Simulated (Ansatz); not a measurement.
`CC(F)(F)CCl` + HCl → `ClCCl` + `CC(F)F`  (substitution at a C–C bond)

Calculated with Ansatz (gas phase, PBE0-D4/def2-TZVP geometries, no zero-point term in ΔE). CCSD(T)/CBS is the MP2 limit (def2-TZVPP, def2-QZVPP) plus CCSD(T) − MP2 in def2-TZVPP, frozen cores. This one scheme is used for every species. Functionals use def2-TZVPP. One conformer a species, not always the lowest.

CCSD(T)/CBS gives +12.5 kcal/mol.

(1) Another level gave +13.0 kcal/mol. Which?
A. PBE/def2-TZVPP
B. PBE0/def2-TZVPP
C. r2SCAN-D4/def2-TZVPP
D. CCSD/def2-TZVPP

Largest T1 diagnostic among the species: 0.011.

## Answers

(1) D. CCSD/def2-TZVPP 13.0, PBE0 10.3, r2SCAN-D4 12.0, PBE 8.9 kcal/mol.

From PBE to PBE0 (25 % exact exchange), in def2-TZVPP and without D4, ΔE moves by +1.4 kcal/mol. The D4 term adds +1.6 kcal/mol with B3LYP and +1.0 kcal/mol with PBE0; it sums over pairs of atoms, weighted by their polarisabilities, and B3LYP, whose exchange is more repulsive, gets the larger term. In def2-TZVPP, CCSD(T) changes the Hartree–Fock value by +2.5 kcal/mol (the triples alone add +0.1 kcal/mol) and MP2 by +2.2 kcal/mol.

B3LYP here is the variant with VWN-RPA as its local correlation; programs differ in this.
